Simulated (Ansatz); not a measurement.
**Match the barriers**

Saddle point of BH$_{4}$ClO, closed shell (BH₂Cl ([BH2][Cl]) + H₂O → BH₃O ([BH2][OH]) + HCl; bonds formed: Cl2–H5; dative contacts that become bonds: B1–O6; bonds broken: B1–Cl2, H5–O6), PBE0-D4/def2-TZVP structure:

```xyz
7
angstrom
B -0.4152 -0.4196 0.3192
Cl 1.8110 -0.3721 0.2809
H -0.7228 -1.3262 -0.3921
H -0.6212 -0.4074 1.4893
H 0.8990 0.7207 -0.1539
O -0.3780 0.9228 -0.3007
H -0.5729 0.8818 -1.2429
```

Program: Ansatz 0.2.0. Basis: def2-TZVPP, with def2-QZVPP for the basis limit. Cores are frozen in the correlated methods. Extrapolation: Hartree–Fock as exp(−7.88 √X), correlation as X^−2.97. Four methods, as single points on the PBE0-D4 structures, gave these electronic barriers from the start structure: 0.643, 0.782, 0.869, 1.143 eV.

(1) The methods were, in alphabetical order, CCSD(T), HF, PBE-D4, PBE0-D4. Which gave which? (A judgement: the text doesn't fix the answer.)

No T1 diagnostic of these runs exceeds 0.013.

Results:

(1) Computed: PBE-D4 0.643; PBE0-D4 0.782; CCSD(T) 0.869; HF 1.143 eV. For comparison, CCSD(T) at an estimated basis limit (MP2 extrapolated from triple and quadruple zeta, plus CCSD(T) − MP2 in triple zeta) gives 0.870 eV.

The step is the kind of ligand exchange by which a precursor binds to a hydroxyl group, or is hydrolysed, in atomic layer deposition of oxides.

Labels in which every atom is bracketed show which atoms are joined, not bond orders.

For scale, one of the runs: CCSD(T)/def2-TZVPP, 160 basis functions, launched by `ansatz run in.yaml --threads 2 --pin off --events-out ev --progress --plain --max-ram 4352MiB`. The run took 22 s on 2 CPU threads of an Arm Neoverse V1 (shared host), with 1.2 GiB of host memory at its peak.
